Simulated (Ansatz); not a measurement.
Working through harmonic frequencies at the relaxed geometry of C₃H₂NO (charge -1), SMILES C=C([O-])C#N

Program: the Ansatz DFT code, driven from Python.

Input file `c3h2no.xyz`:
```text
7

C    -1.00290    0.18450    0.20760
C     0.32330    0.09870    0.41620
O     0.97870    0.36420    1.45910
C     1.11670   -0.36030   -0.70370
N     1.69290   -0.73540   -1.64460
H    -1.45590   -0.07380   -0.74200
H    -1.65280    0.52210    1.00750
```

Run as a notebook:

```python
import itertools

import ansatz
from ase.data import atomic_numbers, covalent_radii
import numpy as np
```

```python
system = ansatz.Crystal.molecule_from_extxyz("c3h2no.xyz")
```

```python
model = system.calculation().basis(gaussian="def2-SVP").functional("pbe0", dispersion="d4").charge(-1)
symbols = [site.symbol for site in system.cartesian_sites]
start = np.array([site.position_ang for site in system.cartesian_sites], dtype=float)
report = model.relax(force_tolerance=0.003, max_steps=100).run(threads=1).report
end = np.array(report["positions_ang"])
```

```python
# pairs closer than 1.2 times the sum of covalent radii, before or after
radius = [covalent_radii[atomic_numbers[s]] for s in symbols]
span = lambda where, i, j: np.linalg.norm(where[i] - where[j])
bonded = [(i, j) for i, j in itertools.combinations(range(len(symbols)), 2) if min(span(start, i, j), span(end, i, j)) < 1.2 * (radius[i] + radius[j])]
print("pair        before    after (A)")
for i, j in bonded:
    print(f"{symbols[i]}{i}-{symbols[j]}{j}".ljust(10), f"{span(start, i, j):8.4f} {span(end, i, j):8.4f}")

# frequencies need a stationary point, so they are taken at the relaxed geometry
minimum = ansatz.Crystal.molecule()
for symbol, place in zip(symbols, end):
    minimum = minimum.atom(symbol, place.tolist())
vibrating = (
    minimum.calculation()
    .basis(gaussian="def2-SVP")
    .functional("pbe0", dispersion="d4")
    .charge(-1)
    .phonons(temperatures=(100, 500, 100))
)
vib = vibrating.run(threads=1).report["vibrations"]
sums = vib["harmonic_sums"]
modes = [m["omega_inv_cm"] for m in sums["modes_at_gamma"] if m["rigid_motion"] == "no"]
for number, w in enumerate(modes, start=1):
    print(f"mode {number:2d} {w:9.1f} 1/cm {w / 8065.544 * 1000:8.2f} meV")
print("imaginary modes:", sum(w < 0 for w in modes), " zero-point energy:", round(sums["zero_point_energy_ev"], 4), "eV")
print("T (K)   F_vib (eV)   S_vib (meV/K)   C_vib (meV/K)")
for row in zip(sums["temperatures_k"], sums["vibrational_free_energy_ev"], vib["entropy_ev_per_k"], vib["heat_capacity_ev_per_k"]):
    print(f"{row[0]:6.1f} {row[1]:11.4f} {1000 * row[2]:13.4f} {1000 * row[3]:15.4f}")

# all hydrogen replaced by deuterium
heavier = vibrating.phonons(masses={"H": 2.014102}).run(threads=1).report["vibrations"]["harmonic_sums"]
print("deuterated (1/cm):", " ".join(f"{m['omega_inv_cm']:.0f}" for m in heavier["modes_at_gamma"] if m["rigid_motion"] == "no"))
print("zero-point energy falls by", round(sums["zero_point_energy_ev"] - heavier["zero_point_energy_ev"], 4), "eV")
```

    pair        before    after (A)
    C0-C1        1.3452   1.3821
    C0-H5        1.0834   1.0926
    C0-H6        1.0845   1.0946
    C1-O2        1.2600   1.2514
    C1-C3        1.4472   1.5085
    C3-N4        1.1653   1.1639
    mode  1     196.2 1/cm    24.33 meV
    mode  2     290.0 1/cm    35.95 meV
    mode  3     446.2 1/cm    55.33 meV
    mode  4     554.0 1/cm    68.69 meV
    mode  5     609.5 1/cm    75.56 meV
    mode  6     642.7 1/cm    79.68 meV
    mode  7     730.0 1/cm    90.51 meV
    mode  8     756.4 1/cm    93.78 meV
    mode  9    1030.3 1/cm   127.74 meV
    mode 10    1250.2 1/cm   155.00 meV
    mode 11    1444.6 1/cm   179.10 meV
    mode 12    1732.2 1/cm   214.76 meV
    mode 13    2318.4 1/cm   287.45 meV
    mode 14    3147.1 1/cm   390.19 meV
    mode 15    3253.6 1/cm   403.40 meV
    imaginary modes: 0  zero-point energy: 1.1407 eV
    T (K)   F_vib (eV)   S_vib (meV/K)   C_vib (meV/K)
     100.0      1.1401        0.0292          0.0799
     200.0      1.1320        0.1400          0.2666
     300.0      1.1110        0.2827          0.4425
     400.0      1.0754        0.4295          0.5785
     500.0      1.0253        0.5703          0.6833
    deuterated (1/cm): 188 268 402 423 513 589 677 740 887 1015 1324 1715 2295 2318 2425
    zero-point energy falls by 0.1625 eV

Caveats:
- The frequencies are harmonic and unscaled, in a modest basis.
- The result belongs to the one conformer reached from this start, and soft torsions count as harmonic oscillators.
- Anions want diffuse functions, which this basis lacks.
- Hardware and time: 2.9 min on 1 thread of Arm Neoverse V1 (shared host), peak memory 0.23 GiB.
